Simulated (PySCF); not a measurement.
methyl formate (C2H4O2), SMILES COC=O. Heavy atoms are numbered as in [CH3:1][O:2][CH:3]=[O:4]. Hydrogens are named by the atom that carries them.

Geometry optimised at ωB97X-D3(BJ)/def2-SVP. Other conformers were not sampled.

Method: PySCF with PBE/pcSseg-1.

GIAO shieldings, no solvent; atoms alike by connectivity are averaged. δ = σ(ref) − σ: ¹³C against TMS (σ = 182.0 ppm); ¹⁷O against H2O (σ = 334.3 ppm); ¹H against TMS (σ = 31.49 ppm), references at their B3LYP-D3(BJ)/def2-TZVP geometries, non-relativistic.

```json
[
 {"nucleus": "¹³C", "atoms": "C3 (CH)", "count": "1", "δ (ppm)": "163.8"},
 {"nucleus": "¹³C", "atoms": "C1 (CH3)", "count": "1", "δ (ppm)": "54.8"},
 {"nucleus": "¹⁷O", "atoms": "O4", "count": "1", "δ (ppm)": "454.4"},
 {"nucleus": "¹⁷O", "atoms": "O2", "count": "1", "δ (ppm)": "216.3"},
 {"nucleus": "¹H", "atoms": "H on C3", "count": "1", "δ (ppm)": "8.21"},
 {"nucleus": "¹H", "atoms": "H on C1", "count": "3", "δ (ppm)": "4.03"}
]
```
